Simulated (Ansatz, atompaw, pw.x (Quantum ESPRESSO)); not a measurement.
**From atom to crystal: PAW (atompaw) potential for Os**

```json
{
 "Element": "Os",
 "Generator": "atompaw 4.2.0.5",
 "Type": "PAW",
 "Functional": "LDA (PW92)",
 "Relativity": "scalar-relativistic",
 "Frozen core": "[Kr] 4d10 4f14",
 "Valence charge": "16",
 "Reference configuration": "5s2 5p6 5d6 6s2 6p0",
 "Partial waves": "5s (bound): rc 1.70 bohr; 6s (bound): rc 1.45 bohr; 5p (bound): rc 2.10 bohr; 6p (bound, empty): rc 2.40 bohr; 5d (bound): rc 2.40 bohr; 5d channel at 1.2 Ry: rc 2.40 bohr",
 "Local potential": "troulliermartins scheme with l = 3 at 0 Ry, radius 2.25 bohr",
 "Core correction": "smooth core density matched at 2.25 bohr",
 "Augmentation charge": "besselshape compensation charge, radius 1.95 bohr; PAW radius 2.40 bohr; waves and projectors: custom polynom gramschmidtortho"
}
```

Crystal test: fcc Os in pw.x 7.5, no spin, 15³ k-points, Fermi–Dirac smearing 0.01 Ry, cutoffs 55/550 Ry. The reference is all-electron LAPW (Ansatz 0.2.0) with the same functional, mesh and smearing; V0 and B0 come from Birch–Murnaghan fits to the pressures at five volumes. Errors are pseudo minus all-electron; Δ is the rms difference of the E(V) curves that follow from these fits, minima aligned, over ±6 % about the mean V0. Mesh and smearing are coarse, so the numbers serve the comparison and aren't converged zero-temperature values; the lattice is a test structure that the element need not adopt.

```
V (Å³/atom)  P all-electron (GPa)  P pseudo (GPa)
     13.048                 25.89           25.26
     13.392                 12.24           11.59
     13.735                  0.40           -0.24
     14.078                 -9.85          -10.50
     14.422                -18.72          -19.36
```

All-electron: a0 = 3.803 Å (V0 = 13.75 Å³/atom), B0 = 438.1 GPa.

Pseudopotential: mean pressure error (GPa): -0.64; a0 (Å): 3.801; a0 error (%): -0.05; B0 error (%): +0.7; Δ (meV/atom): 1.9.

**Question.** At the middle volume, how do free energy and pressure move when the wave cutoff is lowered (ecutrho held at 550 Ry)?

**Answer.**

| cutoff (Ry) | shift of F (meV/atom) | shift of P (GPa) |
| --- | --- | --- |
| 25 | +180.9 | -6.27 |
| 33 | +28.6 | -1.20 |
| 44 | +8.5 | -0.38 |

The run at the middle volume (120 k-points, 9 iterations) took about 12 s on one core of a shared host (AMD EPYC 9R45 96-Core Processor, 96 threads, 376 GiB, load 69).
